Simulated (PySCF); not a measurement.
# CH5BO in a uniform electric field

CH5BO.
Geometry (PBE0-D3(BJ)/def2-SVP, Å), atoms numbered from 1 in this order:
```
atom  x, y, z in Å
B1     1.325   -0.148    0.259
O2     0.161    0.434    0.569
C3    -1.038    0.175   -0.116
H4     1.385   -0.953   -0.650
H5     2.287    0.165    0.920
H6    -1.399    1.105   -0.583
H7    -0.904   -0.593   -0.895
H8    -1.799   -0.166    0.602
```

The species is `BOC` (CH5BO).

Level: wB97X-D/def2-SVPD (PySCF); nuclei fixed, core orbitals frozen in the response. Permanent dipole (-1.404, -0.320, -0.826) D (1 au = 2.5417 D). Static polarisability (au):

```
x   40.26 -1.84  1.89
y   -1.84 29.82  1.93
z    1.89  1.93 30.47
```

Only the terms in μ and α are kept: μ(F) = μ + αF and ΔE = −μ·F − ½ F·αF.

**Question.** A field of 0.005 au (0.257 V/Å) is applied along each axis in both senses. Find the induced dipole, the size of the total dipole and the two energy terms.

**Answer.** 
```
field along  induced x (D)  induced y (D)  induced z (D)  total size (D)  −μ·F (kJ/mol)  −½F·αF (kJ/mol)
         +x          0.512         -0.023          0.024           1.248         +7.251           -1.321
         −x         -0.512          0.023         -0.024           2.117         -7.251           -1.321
         +y         -0.023          0.379          0.025           1.638         +1.653           -0.979
         −y          0.023         -0.379         -0.025           1.766         -1.653           -0.979
         +z          0.024          0.025          0.387           1.478         +4.266           -1.000
         −z         -0.024         -0.025         -0.387           1.905         -4.266           -1.000
```

**Question.** For the field (-0.0010, 0.0035, 0.0020) au, what is the induced dipole, and what angle does it make with the field?

**Answer.** αF = (-0.109, 0.280, 0.167) D, at 4.7° to the field. The polarisability along this direction, F·αF/F², is 32.45 au, against a mean of 33.52 au.

**Question.** Which field along μ doubles the dipole in that direction (linear response)?

**Answer.** The polarisability along the dipole is 38.81 au, so F = 0.6531 au / 38.81 au = 0.0168 au = 0.87 V/Å; higher-order terms are ignored.

**Question.** What field makes μF equal to kT at 400 K?

**Answer.** kT = 1.2667 × 10⁻³ Eh, so F = 0.00194 au = 9.97 MV/cm.

**Question.** Induction energy −ᾱe²/2R⁴ of a unit charge at 11 Å, the molecule taken as a point?

**Answer.** R = 20.79 bohr, so the energy is −33.5/(2 × 20.79⁴) Eh = -0.236 kJ/mol. The charge–dipole term at its most favourable orientation, −μe/R², is -3.97 kJ/mol.

One conformer (not necessarily the lowest) at the PBE0-D3(BJ)/def2-SVP geometry, without solvent, vibrations or thermal averaging.

wB97X-D is run here without its empirical dispersion term; that term would change no orbital, density or response property at a fixed geometry.
